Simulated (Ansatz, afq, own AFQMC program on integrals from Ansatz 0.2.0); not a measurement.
# SiH₃− (singlet): quantum Monte Carlo beside coupled cluster at distance Si1–H2 = 2.178 Å, 6-31++G**

How near does AFQMC come to the top of the ladder for SiH₃− (singlet)?

Program: Ansatz 0.2.0, Gaussian basis, and an in-house AFQMC program (afq) on its integrals; all values are calculated. Level of theory: 6-31++G**, frozen cores. These are calculated values, not measurements.

Plan: PBE (unrestricted); r2SCAN (unrestricted); PBE0 (unrestricted); B3LYP (unrestricted); wB97M-V (unrestricted); B2PLYP (unrestricted); CCSD(T) on RHF; CCSDT(Q) on RHF; Phaseless AFQMC, CISD trial on RHF; UHF.

2 further runs of the same task are left out: 2 that didn't finish.

## Step 1: What is computed

The geometry derives from a PBE0/def2-TZVPD stationary point (not a proven minimum). One bond is set to the value named and the two fragments are kept rigid.

4 atoms, charge -1, spin multiplicity 1.

Atoms are counted from 1 here; the program's logs count them from 0.

Bond lengths: Si1–H3 1.545 Å, Si1–H4 1.545 Å. Angles: H3–Si1–H4 94.0°.

## Step 2: PBE (unrestricted)

in.yaml

```yaml
crystal:
  periodic: [false, false, false]
  atoms:
    - {symbol: Si, position_ang: [-0.017320, 0.000003, -0.091360]}
    - {symbol: H, position_ang: [1.822435, -0.000270, 1.074395]}
    - {symbol: H, position_ang: [-0.669744, 1.130406, 0.735649]}
    - {symbol: H, position_ang: [-0.670074, -1.130216, 0.735641]}
basis:
  gaussian: {orbitals: "6-31++G**"}
total_charge: -1
magnetization: {spin_polarized: true, initial_magnetization: 0}
hamiltonian: {xc: {name: PBE}}
output: {orbitals: {seedname: orbitals}}
```

Command:

```sh
ansatz run in.yaml --threads 1 --pin off --events-out ev --progress --plain --max-ram 1382MiB
```

The program printed:

```text
Functional definition: PBE
  name "PBE"
  cite "Perdew, Burke & Ernzerhof, Phys. Rev. Lett. 77, 3865 (1996) doi:10.1103/PhysRevLett.77.3865"
  parent pbe
  parameter kappa = 0.804
  parameter beta = 0.06672455060314922
  exchange = pbe_x(kappa = kappa, mu = beta*pi^2/3)
  correlation = pbe_c(beta = beta)
423 factors; their error is unknown
mean field evaluation 1: about -7919.6028 eV, gradient 8.7e0 eV
mean field evaluation 2: about -7918.3171 eV, gradient 1.3e1 eV
mean field evaluation 4: about -7920.3232 eV, gradient 4.6e-1 eV
mean field evaluation 8: about -7920.3019 eV, gradient 8.3e-2 eV
mean field -7920.30194933 eV, -291.0657280644 hartree, gradient 2.8e-5 eV, S^2 0.000000; 0 other end points of the search recorded, 0 dependent functions left out
reference -7920.30198980 eV, -291.0657295518 hartree; 9, 9 occupied and 32, 32 virtual orbitals, 423 factors
Total energy: -7920.30198980 eV, -291.0657295518 hartree
```

Run time: 0.66 s. Hardware: 1 thread of Arm Neoverse V2, shared host.

From the report: ⟨S²⟩ of the determinant 0.000 (pure singlet: 0.00).

## Step 3: r2SCAN (unrestricted)

in.yaml, as its differences from that of step 2:

```diff
@@ -11,3 +11,2 @@
 magnetization: {spin_polarized: true, initial_magnetization: 0}
-hamiltonian: {xc: {name: PBE}}
-output: {orbitals: {seedname: orbitals}}
+hamiltonian: {xc: {name: r2SCAN}}
```

Launched as before.

The program printed:

```text
Functional definition: r2SCAN
  name "r2SCAN"
  cite "Furness, Kaplan, Ning, Perdew & Sun, J. Phys. Chem. Lett. 11, 8208 (2020) doi:10.1021/acs.jpclett.0c02405"
  cite "Furness, Kaplan, Ning, Perdew & Sun, J. Phys. Chem. Lett. 11, 9248 (2020) doi:10.1021/acs.jpclett.0c03077"
  parent r2scan
  parameter k0 = 0.174
  parameter k1 = 0.065
  parameter a1 = 4.9479
  exchange = r2scan_x(k0 = k0, k1 = k1, a1 = a1)
  correlation = r2scan_c
423 factors; their error is unknown
mean field evaluation 1: about -7923.2147 eV, gradient 7.0e0 eV
mean field evaluation 2: about -7922.6474 eV, gradient 9.3e0 eV
mean field evaluation 4: about -7923.6681 eV, gradient 2.7e-1 eV
mean field evaluation 8: about -7923.6428 eV, gradient 6.3e-3 eV
mean field evaluation 16: about -7922.3659 eV, gradient 5.0e0 eV
mean field -7923.64283671 eV, -291.1885034110 hartree, gradient 2.9e-5 eV, S^2 0.000000; 1 other end points of the search recorded, 0 dependent functions left out
reference -7923.64287033 eV, -291.1885046465 hartree; 9, 9 occupied and 32, 32 virtual orbitals, 423 factors
Total energy: -7923.64287033 eV, -291.1885046465 hartree
```

Run time: 1.5 s. Hardware: 1 thread of Arm Neoverse V2, shared host.

From the report: ⟨S²⟩ of the determinant 0.000 (pure singlet: 0.00).

## Step 4: PBE0 (unrestricted)

in.yaml, as its differences from that of step 3:

```diff
@@ -11,2 +11,3 @@
 magnetization: {spin_polarized: true, initial_magnetization: 0}
-hamiltonian: {xc: {name: r2SCAN}}
+hamiltonian: {xc: {name: PBE0}}
+output: {orbitals: {seedname: orbitals}}
```

Same command.

The program printed:

```text
Functional definition: PBE0
  name "PBE0"
  cite "Adamo & Barone, J. Chem. Phys. 110, 6158 (1999) doi:10.1063/1.478522"
  cite "Perdew, Burke & Ernzerhof, Phys. Rev. Lett. 77, 3865 (1996) doi:10.1103/PhysRevLett.77.3865"
  parent pbe
  parameter a = 0.25
  parameter kappa = 0.804
  parameter beta = 0.06672455060314922
  exchange = (1 - a)*pbe_x(kappa = kappa, mu = beta*pi^2/3) + a*exact_x
  correlation = pbe_c(beta = beta)
362 factors; integrals over basis functions are off by at most 7.2e-4 eV
mean field evaluation 1: about -7920.6744 eV, gradient 5.9e0 eV
mean field evaluation 2: about -7920.6553 eV, gradient 5.6e0 eV
mean field evaluation 4: about -7920.9822 eV, gradient 8.1e-1 eV
mean field evaluation 8: about -7921.0128 eV, gradient 1.8e-2 eV
mean field evaluation 16: about -7921.0128 eV, gradient 3.3e-5 eV
mean field -7921.01277576 eV, -291.0918504539 hartree, gradient 3.3e-5 eV, S^2 0.000000; 0 other end points of the search recorded, 0 dependent functions left out
reference -7921.01280759 eV, -291.0918516236 hartree; 9, 9 occupied and 32, 32 virtual orbitals, 362 factors
Total energy: -7921.01280759 eV, -291.0918516236 hartree
```

It took 0.84 s on 1 thread of Arm Neoverse V2, shared host.

From the report: ⟨S²⟩ of the determinant 0.000 (pure singlet: 0.00).

## Step 5: B3LYP (unrestricted)

in.yaml, as its differences from that of step 4:

```diff
@@ -11,3 +11,2 @@
 magnetization: {spin_polarized: true, initial_magnetization: 0}
-hamiltonian: {xc: {name: PBE0}}
-output: {orbitals: {seedname: orbitals}}
+hamiltonian: {xc: {name: B3LYP}}
```

Same command.

The program printed:

```text
Functional definition: B3LYP
  name "B3LYP"
  cite "Stephens, Devlin, Chabalowski & Frisch, J. Phys. Chem. 98, 11623 (1994) doi:10.1021/j100096a001"
  cite "Becke, Phys. Rev. A 38, 3098 (1988) doi:10.1103/PhysRevA.38.3098"
  cite "Lee, Yang & Parr, Phys. Rev. B 37, 785 (1988) doi:10.1103/PhysRevB.37.785"
  cite "Vosko, Wilk & Nusair, Can. J. Phys. 58, 1200 (1980) doi:10.1139/p80-159"
  parameter a0 = 0.2
  parameter ax = 0.72
  parameter ac = 0.81
  exchange = (1 - a0 - ax)*slater_x + ax*b88_x + a0*exact_x
  correlation = (1 - ac)*vwn_rpa_c + ac*lyp_c
362 factors; integrals over basis functions are off by at most 7.2e-4 eV
mean field evaluation 1: about -7924.8605 eV, gradient 7.0e0 eV
mean field evaluation 2: about -7924.7263 eV, gradient 7.3e0 eV
mean field evaluation 4: about -7925.3089 eV, gradient 1.5e-1 eV
mean field evaluation 8: about -7925.3265 eV, gradient 1.0e-3 eV
mean field -7925.32652722 eV, -291.2503778959 hartree, gradient 2.4e-5 eV, S^2 0.000000; 0 other end points of the search recorded, 0 dependent functions left out
reference -7925.32673507 eV, -291.2503855344 hartree; 9, 9 occupied and 32, 32 virtual orbitals, 362 factors
Total energy: -7925.32673507 eV, -291.2503855344 hartree
```

It took 0.81 s on 1 thread of Arm Neoverse V2, shared host.

From the report: ⟨S²⟩ of the determinant 0.000 (pure singlet: 0.00).

## Step 6: wB97M-V (unrestricted)

in.yaml, as its differences from that of step 5:

```diff
@@ -11,2 +11,3 @@
 magnetization: {spin_polarized: true, initial_magnetization: 0}
-hamiltonian: {xc: {name: B3LYP}}
+hamiltonian: {xc: {name: wB97M-V}}
+output: {orbitals: {seedname: orbitals}}
```

Same command.

The program printed:

```text
Functional definition: wB97M-V
  name "wB97M-V"
  cite "Mardirossian & Head-Gordon, J. Chem. Phys. 144, 214110 (2016) doi:10.1063/1.4952647"
  cite "Becke, J. Chem. Phys. 107, 8554 (1997) doi:10.1063/1.475007"
  cite "Vydrov & Van Voorhis, J. Chem. Phys. 133, 244103 (2010) doi:10.1063/1.3521275"
  # Of w^i u^j: cxij and so on, Table III.
  parameter omega = 0.3/bohr
  parameter cx = 0.15
  parameter cx01 = 1.007
  parameter cx10 = 0.259
  parameter css00 = 0.443
  parameter css04 = -1.437
  parameter css10 = -4.535
  parameter css20 = -3.390
  parameter css43 = 4.278
  parameter cos00 = 1.000
  parameter cos10 = 1.358
  parameter cos20 = 2.924
  parameter cos21 = -8.812
  parameter cos60 = -1.390
  parameter cos61 = 9.142
  parameter b = 6.0
  parameter c = 0.01
  gx(w, u) = 1 - cx + cx01*u + cx10*w
  gss(w, u) = css00 + css04*u^4 + css10*w + css20*w^2 + css43*w^4*u^3
  gos(w, u) = cos00 + cos10*w + (cos20 + cos21*u)*w^2 + (cos60 + cos61*u)*w^6
  exchange = spin_sum(e_x_unif_sr(omega)*gx(b97_w, b97_u_x)) + cx*exact_x_sr(omega) + exact_x_lr(omega)
  correlation = spin_sum(e_c_pw_mod_same_spin*gss(b97_w, b97_u_same))
      + integral(e_c_pw_mod_opposite_spin*gos(b97_w_opposite, b97_u_opposite)) + vv10(b, c)
362 factors; integrals over basis functions are off by at most 7.2e-4 eV
118 factors; integrals over basis functions are off by at most 3.6e-5 eV
mean field evaluation 1: about -7923.1128 eV, gradient 6.2e0 eV
mean field evaluation 2: about -7923.4449 eV, gradient 2.8e0 eV
mean field evaluation 4: about -7923.5188 eV, gradient 5.4e-1 eV
mean field evaluation 8: about -7923.5423 eV, gradient 4.1e-2 eV
mean field evaluation 16: about -7923.5424 eV, gradient 2.4e-5 eV
mean field -7923.54244971 eV, -291.1848142568 hartree, gradient 2.4e-5 eV, S^2 0.000000; 0 other end points of the search recorded, 0 dependent functions left out
reference -7923.54249612 eV, -291.1848159625 hartree; 9, 9 occupied and 32, 32 virtual orbitals, 362 factors
Total energy: -7923.54249612 eV, -291.1848159625 hartree
```

It took 3.7 s on 1 thread of Arm Neoverse V2, shared host.

From the report: ⟨S²⟩ of the determinant 0.000 (pure singlet: 0.00).

## Step 7: B2PLYP (unrestricted)

in.yaml, as its differences from that of step 6:

```diff
@@ -11,3 +11,3 @@
 magnetization: {spin_polarized: true, initial_magnetization: 0}
-hamiltonian: {xc: {name: wB97M-V}}
-output: {orbitals: {seedname: orbitals}}
+hamiltonian: {xc: {name: B2PLYP}}
+correlation: {electrons: outside_noble_gas}
```

Same command.

The program printed:

```text
Functional definition: B2PLYP
  name "B2PLYP"
  cite "Grimme, J. Chem. Phys. 124, 034108 (2006) doi:10.1063/1.2148954"
  cite "Becke, Phys. Rev. A 38, 3098 (1988) doi:10.1103/PhysRevA.38.3098"
  cite "Lee, Yang & Parr, Phys. Rev. B 37, 785 (1988) doi:10.1103/PhysRevB.37.785"
  parameter a = 0.53
  parameter c = 0.27
  exchange = (1 - a)*b88_x + a*exact_x
  correlation = (1 - c)*lyp_c + c*(mp2_os + mp2_ss)
362 factors; integrals over basis functions are off by at most 7.2e-4 eV
mean field evaluation 1: about -7919.2400 eV, gradient 5.5e0 eV
mean field evaluation 2: about -7919.2454 eV, gradient 5.5e0 eV
mean field evaluation 4: about -7919.5632 eV, gradient 4.8e-1 eV
mean field evaluation 8: about -7919.5673 eV, gradient 3.4e-3 eV
mean field evaluation 16: about -7918.1920 eV, gradient 5.5e0 eV
mean field -7919.56727175 eV, -291.0387291614 hartree, gradient 2.9e-6 eV, S^2 0.000000; 2 other end points of the search recorded, 0 dependent functions left out
5 core orbitals not correlated: weight in the atoms' cores, before any rotation towards them, 1.000 or more for the frozen orbitals, at most 0.000 for the correlated occupied ones
reference -7919.56740467 eV, -291.0387340461 hartree; 4, 4 occupied and 32, 32 virtual orbitals, 362 factors
second order -3.76557517 eV of doubles, -0.00000000 eV of singles
Total energy: -7920.58410997 eV, -291.0760972766 hartree
```

Run time: 1 s. Hardware: 1 thread of Arm Neoverse V2, shared host.

From the report: ⟨S²⟩ of the determinant 0.000 (pure singlet: 0.00).

## Step 8: CCSD(T) on RHF

in.yaml, as its differences from that of step 7:

```diff
@@ -10,4 +10,3 @@
 total_charge: -1
-magnetization: {spin_polarized: true, initial_magnetization: 0}
-hamiltonian: {xc: {name: B2PLYP}}
-correlation: {electrons: outside_noble_gas}
+magnetization: {spin_polarized: false}
+correlation: {method: ccsd_t, electrons: outside_noble_gas, hamiltonian_folder: ham}
```

Launched as before.

The program printed:

```text
Functional definition: HF
  name "HF"
  cite "Fock, Z. Phys. 61, 126 (1930) doi:10.1007/BF01340294"
  parent pbe
  exchange = exact_x
  correlation = 0
362 factors; integrals over basis functions are off by at most 7.2e-4 eV
mean field evaluation 1: about -7906.2789 eV, gradient 1.0e1 eV
mean field evaluation 2: about -7906.2828 eV, gradient 1.0e1 eV
mean field evaluation 4: about -7906.9690 eV, gradient 1.1e0 eV
mean field evaluation 8: about -7906.9858 eV, gradient 3.4e-3 eV
mean field evaluation 16: about -7906.9858 eV, gradient 6.6e-6 eV
mean field -7906.98580998 eV, -290.5763689693 hartree, gradient 6.6e-6 eV, S^2 0.000000; 0 other end points of the search recorded, 0 dependent functions left out
5 core orbitals not correlated: weight in the atoms' cores, before any rotation towards them, 1.000 or more for the frozen orbitals, at most 0.000 for the correlated occupied ones
reference -7906.98580998 eV, -290.5763689693 hartree; 4, 4 occupied and 32, 32 virtual orbitals, 362 factors
second order -2.93347506 eV of doubles, -0.00000000 eV of singles
cycle   1  -3.45594877 eV  change   -5.2e-1 eV  update   7.2e-2
cycle   2  -3.71647882 eV  change   -2.6e-1 eV  update   3.1e-2
cycle   3  -3.73370046 eV  change   -1.7e-2 eV  update   1.0e-2
cycle   4  -3.73171639 eV  change    2.0e-3 eV  update   4.4e-3
cycle   5  -3.73197922 eV  change   -2.6e-4 eV  update   1.6e-3
cycle   6  -3.73190987 eV  change    6.9e-5 eV  update   4.7e-4
cycle   7  -3.73194301 eV  change   -3.3e-5 eV  update   2.0e-4
cycle   8  -3.73201429 eV  change   -7.1e-5 eV  update   7.8e-5
cycle   9  -3.73198776 eV  change    2.7e-5 eV  update   2.9e-5
cycle  10  -3.73198785 eV  change   -9.5e-8 eV  update   1.0e-5
cycle  11  -3.73198942 eV  change   -1.6e-6 eV  update   4.1e-6
perturbative correction -0.10044702 eV, -0.0036913600 hartree
Total energy: -7910.81824642 eV, -290.7172084107 hartree
```

Wall time 0.27 s (1 thread of Arm Neoverse V2, shared host).

From the report: correlation -3.8324 eV; T1 0.021; largest double amplitude 0.06.

This run also writes the integrals to the folder ham.

## Step 9: CCSDT(Q) on RHF

in.yaml, as its differences from that of step 8:

```diff
@@ -11,2 +11,2 @@
 magnetization: {spin_polarized: false}
-correlation: {method: ccsd_t, electrons: outside_noble_gas, hamiltonian_folder: ham}
+correlation: {method: ccsdt_q, electrons: outside_noble_gas}
```

Same command.

The program printed:

```text
Functional definition: HF
  name "HF"
  cite "Fock, Z. Phys. 61, 126 (1930) doi:10.1007/BF01340294"
  parent pbe
  exchange = exact_x
  correlation = 0
680 factors; integrals over basis functions are off by at most 1.7e-7 eV
mean field evaluation 1: about -7906.2800 eV, gradient 1.0e1 eV
mean field evaluation 2: about -7906.2830 eV, gradient 1.0e1 eV
mean field evaluation 4: about -7906.9690 eV, gradient 1.1e0 eV
mean field evaluation 8: about -7906.9859 eV, gradient 3.5e-3 eV
mean field evaluation 16: about -7906.9791 eV, gradient 2.6e-1 eV
mean field -7906.98587232 eV, -290.5763712601 hartree, gradient 2.5e-6 eV, S^2 0.000000; 0 other end points of the search recorded, 0 dependent functions left out
5 core orbitals not correlated: weight in the atoms' cores, before any rotation towards them, 1.000 or more for the frozen orbitals, at most 0.000 for the correlated occupied ones
reference -7906.98587232 eV, -290.5763712601 hartree; 4, 4 occupied and 32, 32 virtual orbitals, 680 factors
second order -2.93354309 eV of doubles, -0.00000000 eV of singles
cycle   1  -3.45598518 eV  change   -5.2e-1 eV  update   7.7e-2
cycle   2  -3.79598410 eV  change   -3.4e-1 eV  update   3.6e-2
cycle   3  -3.85462686 eV  change   -5.9e-2 eV  update   1.6e-2
cycle   4  -3.85478303 eV  change   -1.6e-4 eV  update   7.1e-3
cycle   5  -3.85589863 eV  change   -1.1e-3 eV  update   2.5e-3
cycle   6  -3.85536085 eV  change    5.4e-4 eV  update   1.1e-3
cycle   7  -3.85536797 eV  change   -7.1e-6 eV  update   4.3e-4
cycle   8  -3.85561136 eV  change   -2.4e-4 eV  update   2.1e-4
cycle   9  -3.85558593 eV  change    2.5e-5 eV  update   8.5e-5
cycle  10  -3.85551744 eV  change    6.8e-5 eV  update   3.6e-5
cycle  11  -3.85553257 eV  change   -1.5e-5 eV  update   1.4e-5
cycle  12  -3.85553935 eV  change   -6.8e-6 eV  update   7.1e-6
cycle  13  -3.85554813 eV  change   -8.8e-6 eV  update   2.9e-6
cycle  14  -3.85554749 eV  change    6.4e-7 eV  update   1.2e-6
cycle  15  -3.85554598 eV  change    1.5e-6 eV  update   5.2e-7
cycle  16  -3.85554579 eV  change    1.9e-7 eV  update   2.0e-7
perturbative correction -0.00254858 eV, -0.0000936585 hartree
Total energy: -7910.84396669 eV, -290.7181536131 hartree
```

It took 2.2 s on 1 thread of Arm Neoverse V2, shared host.

From the report: correlation -3.8581 eV; T1 0.021; largest double amplitude 0.07.

## Step 10: Phaseless AFQMC, CISD trial on RHF

It reads the integrals that the CCSD(T) run on this determinant wrote.

Command:

```sh
afq ham --method phaseless --trial cisd --walkers 60 --populations 1 --least-time 40 --time-step 0.005 --steps-per-block 50 --equilibration-blocks 40 --max-blocks 300 --target-error 0.00068 --factor-cut 1e-05 --seed 8814 --release-times 0.24,0.51,0.99,1.62,2.4 --release-step 0.03 --release-every 4 --taylor-order 6
```

The program printed:

```text
orbitals 36  electrons 4 4  factors 268 of 362
reference energy -290.57636897 Eh
CCSD correlation -0.13714798 Eh in 12 cycles, weight of the determinant in the CISD state 0.8949
energy of the start -290.713517 Eh
 block  time / (1/Eh)  mean weight  energy / Eh
     1     0.250  0.9994  -290.712362
     2     0.500  1.0010  -290.712787
     3     0.750  0.9988  -290.713477
     4     1.000  0.9993  -290.714684
     5     1.250  1.0013  -290.716228
     6     1.500  0.9995  -290.717071
     7     1.750  0.9997  -290.718908
     8     2.000  0.9995  -290.716595
     9     2.250  0.9982  -290.718065
    10     2.500  0.9995  -290.715803
    11     2.750  0.9987  -290.713519
    16     4.000  1.0004  -290.717906
    21     5.250  0.9989  -290.716992
    26     6.500  0.9997  -290.714977
    31     7.750  1.0001  -290.719815
    36     9.000  0.9983  -290.721643
    41    10.250  1.0011  -290.716853
    46    11.500  1.0006  -290.717220
    51    12.750  1.0009  -290.718168
    56    14.000  1.0006  -290.719077
    61    15.250  0.9990  -290.718142
    66    16.500  1.0007  -290.714172
    71    17.750  1.0000  -290.717054
    76    19.000  0.9990  -290.717198
    81    20.250  1.0002  -290.718799
    86    21.500  0.9990  -290.719649
    91    22.750  0.9991  -290.718754
    96    24.000  1.0000  -290.716058
   101    25.250  0.9998  -290.719776
   106    26.500  0.9988  -290.717172
   111    27.750  1.0003  -290.715588
   116    29.000  0.9986  -290.719733
   121    30.250  0.9997  -290.717516
   126    31.500  1.0005  -290.719107
   131    32.750  0.9999  -290.720200
   136    34.000  0.9991  -290.716957
   141    35.250  1.0010  -290.715843
   146    36.500  1.0022  -290.716003
   151    37.750  1.0004  -290.714929
   156    39.000  1.0001  -290.715059
   161    40.250  0.9995  -290.715116
   166    41.500  0.9984  -290.715996
   171    42.750  1.0012  -290.716334
   176    44.000  0.9996  -290.721706
   181    45.250  0.9998  -290.720412
   186    46.500  1.0002  -290.721105
   191    47.750  1.0004  -290.716225
   196    49.000  1.0000  -290.717513
blocks merged  error / Eh  count
     1  0.000177  160
     2  0.000222  80
     4  0.000295  40
     8  0.000312  20
    16  0.000378  10
released: time / (1/Eh)  energy / Eh  error  mean overlap
  0.24  -290.717469  0.000287  0.9957
  0.51  -290.717718  0.000280  0.9936
  0.99  -290.717432  0.000226  1.0109
  1.62  -290.718077  0.000266  0.9981
  2.40  -290.718274  0.000322  0.9978
energy -290.717561 +/- 0.000312 Eh
```

It took 74 s on 1 thread of Arm Neoverse V2, shared host.

Energy -7910.8278 ± 0.0085 eV. Caveats: constraint bias not in the error. The error still grows with block length (0.0080 to 0.0103 eV), so the bar may be too small.

## Step 11: UHF

in.yaml, as its differences from that of step 9:

```diff
@@ -10,3 +10,4 @@
 total_charge: -1
-magnetization: {spin_polarized: false}
-correlation: {method: ccsdt_q, electrons: outside_noble_gas}
+magnetization: {spin_polarized: true, initial_magnetization: 0}
+hamiltonian: {xc: hf}
+output: {orbitals: {seedname: orbitals}}
```

Command:

```sh
ansatz run in.yaml --threads 1 --pin off --events-out ev --progress --plain --max-ram 1382MiB
```

The program printed:

```text
Functional definition: HF
  name "HF"
  cite "Fock, Z. Phys. 61, 126 (1930) doi:10.1007/BF01340294"
  parent pbe
  exchange = exact_x
  correlation = 0
362 factors; integrals over basis functions are off by at most 7.2e-4 eV
mean field evaluation 1: about -7906.2726 eV, gradient 7.1e0 eV
mean field evaluation 2: about -7906.2840 eV, gradient 7.1e0 eV
mean field evaluation 4: about -7906.9686 eV, gradient 7.8e-1 eV
mean field evaluation 8: about -7906.9858 eV, gradient 2.8e-3 eV
mean field evaluation 16: about -7906.9339 eV, gradient 4.8e-1 eV
mean field evaluation 32: about -7906.9839 eV, gradient 9.6e-2 eV
mean field -7906.98580998 eV, -290.5763689693 hartree, gradient 3.0e-5 eV, S^2 0.000000; 0 other end points of the search recorded, 0 dependent functions left out
reference -7906.98580998 eV, -290.5763689693 hartree; 9, 9 occupied and 32, 32 virtual orbitals, 362 factors
Total energy: -7906.98580998 eV, -290.5763689693 hartree
```

It took 0.21 s on 1 thread of Arm Neoverse V2, shared host.

From the report: ⟨S²⟩ of the determinant 0.000 (pure singlet: 0.00).

## Step 12: All levels side by side

On the RHF determinant, counted from CCSDT(Q) (a yardstick, not exact):

| level | energy (eV) | from CCSDT(Q) (kJ/mol) | statistical error (kJ/mol) | time |
| --- | --- | --- | --- | --- |
| HF | -7906.9858 | +372.3 |  |  |
| MP2 | -7909.9193 | +89.2 |  |  |
| CCSD | -7910.7178 | +12.2 |  |  |
| CCSD(T) | -7910.8182 | +2.5 |  |  |
| CCSDT(Q) | -7910.8440 | 0.0 |  |  |
| Phaseless AFQMC, CISD trial, step 0.005, 60 walkers | -7910.8278 | +1.6 | 0.8 | 74 s |

The functionals' totals stand on their own zeros and serve differences with other points: PBE -7920.302 eV; r2SCAN -7923.643 eV; PBE0 -7921.013 eV; B3LYP -7925.327 eV; wB97M-V -7923.542 eV; B2PLYP -7920.584 eV.

## Step 13: Outcome

| quantity | value |
| --- | --- |
| CCSD(T) on RHF from CCSDT(Q) | +2.5 kJ/mol |
| Phaseless AFQMC, CISD trial on RHF from CCSDT(Q) | +1.6 ± 0.8 kJ/mol |

In words: On RHF the phaseless walk with the CISD trial lies +1.6 kJ/mol from CCSDT(Q), within three error bars. Error bars are statistical and leave out the constraint, the time step and what remains of the start.
